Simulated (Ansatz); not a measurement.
Stepwise reaction of `[SH][AlH][SH]` with water, as a gas-phase model of exchange steps in deposition or etching. ΔE in kJ/mol; ΔG adds harmonic PBE0-D4 terms to CCSD(T)/CBS, at 1 bar.

Isolated molecules relaxed with PBE0-D4/def2-TZVP in Ansatz; ΔE leaves out vibrations. CBS: MP2 limit from def2 TZ/QZ plus the TZ coupled-cluster correction, frozen cores. This one scheme is used for every species. Functionals use def2-TZVPP. B3LYP here is the variant with VWN-RPA as its local correlation; programs differ in this. One conformer a species, not always the lowest.

```tsv
step	reaction	PBE-D4	B3LYP-D4	ωB97M-V	CCSD(T)/CBS	ΔG(500 K)
1	`[SH][AlH][SH]` + H₂O → `[OH][AlH][SH]` + H₂S	-13.5	-24.7	-22.9	-18.5	-28.9
2	`[OH][AlH][SH]` + H₂O → `[OH][AlH][OH]` + H₂S	-17.0	-27.7	-25.8	-21.9	-26.4
```

Question: By hand: ΔE of the 2 steps together at CCSD(T)/CBS.

Answer: (-18.5) + (-21.9) = -40.4 kJ/mol, or -20.2 kJ/mol a step.

In ΔE the steps differ by no more than 3.4 kJ/mol. All are downhill at CCSD(T)/CBS. ΔG lies between -28.9 and -26.4 kJ/mol a step. PBE-D4 differs from CCSD(T)/CBS by 4.9 to 5.0 kJ/mol a step. Isolated molecules leave out the surface, adducts and barriers. Largest T1 diagnostic: 0.012.
